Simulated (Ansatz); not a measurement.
# H3NSi: the cost of one run

Program: Ansatz 0.2.0, Gaussian basis. Level of theory: PBE0-D4/def2-TZVP structures, single points in def2-TZVPP, no counterpoise correction. These are calculated values, not measurements.

Levels: SPW92, PBE-D4, BLYP-D4, r2SCAN-D4, B97M-V, PBE0-D4, B3LYP-D4, r2SCAN0-D4, BHLYP-D4, CAM-B3LYP-D4, wB97X-V, wB97M-V, B2PLYP, PBE-QIDH, RPA on PBE, Hartree-Fock, MP2, CCSD, CCSD(T).

Cores are frozen in the correlated methods. B3LYP uses VWN-RPA correlation. B2PLYP carries no dispersion term here.

41 further runs of the same task are left out: 1 that didn't finish, 40 set aside as unsound or not needed.

## Step 1: The starting structure

The complex: 8 atoms, charge 0, spin multiplicity 1.

Atoms are counted from 1 here; the program's logs count them from 0.

Bond lengths: Si1–N3 1.600 Å, Si1–H5 1.480 Å, Si1–H6 1.493 Å, S2–H4 1.344 Å, S2–H7 1.343 Å, N3–H8 1.011 Å. Angles: N3–Si1–H5 117.5°, N3–Si1–H6 129.3°, H5–Si1–H6 110.8°, H4–S2–H7 92.4°, Si1–N3–H8 120.6°.

Coordinates:

```xyz
8
H5NSSi
Si   -0.5092    0.1786    0.8390
S     1.4459    0.5858   -1.0786
N    -1.5367   -0.8515    0.1731
H     0.7555   -0.3379   -1.7681
H     0.5319   -0.3775    1.7322
H    -0.6355    1.6541    1.0256
H     2.2844   -0.3346   -0.5756
H    -2.3364   -0.5170   -0.3477
```

Its parts: SiNH₃ holds atoms 1, 3, 5, 6, 8; H₂S holds atoms 2, 4, 7. Each part counts its atoms afresh in its own runs.

## Step 2: Relaxing SiNH₃ alone

relax-a/in.yaml reads:

```yaml
crystal:
  periodic: [false, false, false]
  atoms:
    - {symbol: Si, position_ang: [-0.509165, 0.178576, 0.839016]}
    - {symbol: N, position_ang: [-1.536740, -0.851493, 0.173096]}
    - {symbol: H, position_ang: [0.531869, -0.377467, 1.732167]}
    - {symbol: H, position_ang: [-0.635528, 1.654058, 1.025595]}
    - {symbol: H, position_ang: [-2.336397, -0.517031, -0.347700]}
basis:
  gaussian: {orbitals: def2-TZVP}
hamiltonian: {xc: pbe0, dispersion: d4}
relax: {f_tol: 0.005, max_steps: 200}
```

The run is started by

```
$ ansatz run in.yaml --threads 2 --pin off --events-out ev --progress --plain --max-ram 4352MiB
```

**Question.** How long does this run take on 2 threads of Intel Xeon Platinum 8259CL at 2.50GHz, shared host?

About 9.5 s.
